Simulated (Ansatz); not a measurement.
# BN₂H (quintet): wave-function methods side by side, def2-TZVPP

The task here is to estimate one member of a computed series from the others.

Method: def2-TZVPP, core rule «outside noble gas», up to 3 orbitals frozen; program: Ansatz 0.2.0, Gaussian basis.

To be run: UHF; ROHF; CCSD(T) on UHF.

2 further runs of the same task are left out: 2 set aside as unsound or not needed.

## The system

The geometry is a PBE0/def2-TZVP stationary point (not a proven minimum) of the parent state, kept for this charge and spin.

4 atoms, charge 0, spin multiplicity 5.

Atoms are counted from 1 here; the program's logs count them from 0.

Bond lengths: B1–N2 1.399 Å, B1–N3 1.252 Å, N3–H4 0.993 Å. Angles: N2–B1–N3 180.0°, B1–N3–H4 180.0°.

The first run:

The input, in.yaml:

```yaml
crystal:
  periodic: [false, false, false]
  atoms:
    - {symbol: B, position_ang: [0.000000, 0.000000, -0.524525]}
    - {symbol: N, position_ang: [0.000000, 0.000000, -1.923525]}
    - {symbol: N, position_ang: [0.000000, 0.000000, 0.727375]}
    - {symbol: H, position_ang: [0.000000, 0.000000, 1.720675]}
basis:
  gaussian: {orbitals: def2-TZVPP}
magnetization: {spin_polarized: true, initial_magnetization: 4}
hamiltonian: {xc: hf}
output: {orbitals: {seedname: orbitals}}
```

On the command line:

```sh
$ ansatz run in.yaml --threads 1 --pin off --events-out ev --progress --plain --max-ram 4096MiB --backend cpu
```

Among the steps run: UHF; ROHF; CCSD(T) on UHF.

One of the session's tables, all rows but one given; the rest of the session is left out.

| method | from UCCSD(T) (kJ/mol) |
| --- | --- |
| ROHF | +1117.9 |
| UHF | +1087.7 |
| UMP2 | ? |
| UCCSD | +42.9 |
| UCCSD(T) | 0 |

Q: Estimate the row for UMP2 from the others.

The run gave: from UCCSD(T) (kJ/mol): +136.0. In the column «from UCCSD(T) (kJ/mol)» it lies between UCCSD (+42.9) and UHF (+1087.7).

To keep in mind: Warnings: coupled cluster took another determinant than the lowest.
